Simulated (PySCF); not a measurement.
Magnesium: highly charged ions in a basis for the neutral atom

Mg⁷⁺ [He] 2s2 2p1, Mg⁸⁺ [He] 2s2. All numbers are calculated (PySCF 2.14, scalar relativity by spin-free X2C-1e, in x2c-TZVPall). No spin-orbit coupling, so a gap to NIST mixes the basis error with missing relativistic terms.

Changed run: basis of the neutral atom used for a highly charged ion. This setting is unsound on purpose.

```json
{"species": "Mg⁷⁺", "method": "UHF", "sound run (hartree)": "not run", "changed run (hartree)": "-171.89471", "converged": "yes"}
{"species": "Mg⁷⁺", "method": "PBE", "sound run (hartree)": "not run", "changed run (hartree)": "-171.93844", "converged": "yes"}
{"species": "Mg⁷⁺", "method": "PBE0", "sound run (hartree)": "not run", "changed run (hartree)": "-171.96105", "converged": "yes"}
{"species": "Mg⁸⁺", "method": "UHF", "sound run (hartree)": "not run", "changed run (hartree)": "-162.16505", "converged": "yes"}
{"species": "Mg⁸⁺", "method": "PBE", "sound run (hartree)": "not run", "changed run (hartree)": "-162.17843", "converged": "yes"}
{"species": "Mg⁸⁺", "method": "PBE0", "sound run (hartree)": "not run", "changed run (hartree)": "-162.20158", "converged": "yes"}
```

Ionisation energy of Mg⁷⁺:

```tsv
method	changed run (eV)	NIST (eV)
UHF	264.76	265.92
PBE	265.58	265.92
PBE0	265.57	265.92
```

The contracted functions were made for the neutral atom and can be too rigid for a highly charged ion.
